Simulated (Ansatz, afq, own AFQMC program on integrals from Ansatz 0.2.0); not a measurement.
Integrals from Ansatz 0.2.0, then the random walk in our own AFQMC program (afq).

```yaml
crystal:
  periodic: [false, false, false]
  atoms:
    - {symbol: Al, position_ang: [0.000000, 0.000172, 0.656596]}
    - {symbol: C, position_ang: [0.000000, -0.006631, -1.294219]}
    - {symbol: H, position_ang: [0.000000, 1.384070, 1.440936]}
    - {symbol: H, position_ang: [0.000000, -1.352649, 1.492793]}
    - {symbol: H, position_ang: [0.000000, -1.010538, -1.723820]}
    - {symbol: H, position_ang: [-0.874941, 0.526768, -1.682149]}
    - {symbol: H, position_ang: [0.874941, 0.526768, -1.682149]}
basis:
  gaussian: {orbitals: 6-31G}
magnetization: {spin_polarized: false}
correlation: {method: ccsd_t, electrons: outside_noble_gas, hamiltonian_folder: ham}
```

```sh
$ ansatz run in.yaml --threads 1 --pin off --events-out ev --progress --plain --max-ram 1382MiB
```

afq runs on the folder ham with

```
--method phaseless --trial hf --walkers 300 --populations 1 --least-time 40 --time-step 0.005 --steps-per-block 20 --equilibration-blocks 112 --max-blocks 600 --target-error 0.00126 --factor-cut 1e-05 --seed 4927 --taylor-order 6
```

Times are imaginary, in 1/Eh. The walk had a cap of 534 s.

```
orbitals 26  electrons 6 6  factors 194 of 425
reference energy -282.62569169 Eh
CCSD correlation -0.15899000 Eh in 9 cycles, weight of the determinant in the CISD state 0.9150
energy of the start -282.625692 Eh
 block  time / (1/Eh)  mean weight  energy / Eh
     1     0.100  1.0000  -282.654795
     2     0.200  1.0001  -282.676404
     3     0.300  0.9996  -282.697136
     4     0.400  1.0014  -282.706049
     5     0.500  0.9997  -282.714958
    10     1.000  1.0012  -282.749700
    66     6.600  0.9997  -282.785151
   131    13.100  1.0004  -282.798710
   196    19.600  0.9999  -282.801557
   261    26.100  1.0000  -282.779491
   326    32.600  1.0005  -282.811178
   391    39.100  1.0003  -282.788198
   443    44.300  1.0001  -282.772866
   456    45.600  0.9996  -282.805921
   521    52.100  1.0003  -282.781388
blocks merged  error / Eh  count
     1  0.000500  410
     2  0.000682  205
     4  0.000901  102
     8  0.001148  51
    16  0.001219  25
    32  0.001014  12
energy -282.789210 +/- 0.001219 Eh
(rows thinned)
```

**Question.** Estimate how long the walk took on 1 thread of Arm Neoverse V2 (shared host).

**Answer.** 2.5 min of wall time.

The run passed its tests (sampling time, drift between the halves within three errors, error under three times the target), which doesn't prove that it has relaxed.

Against this walk (error 33.2 meV) on the same determinant: CCSD(T) 45.3 meV higher (within the noise), CCSDT(Q) 27.7 meV higher (within the noise), a separate phaseless walk with a CISD trial and standard settings 23.7 ± 33.7 meV higher (within the noise). The error is statistical and leaves out the bias of the constraint.

Cautions: constraint bias not in the error.

CCSDT and higher add their correlation energy to the determinant of the CCSD(T) run, since their own runs factorise the integrals more tightly (a shift of under 2 meV). A walk keeps the symmetry of its determinant, which the program's search chose and which needn't be the lowest solution, so a lower state of the same spin and another symmetry isn't excluded.
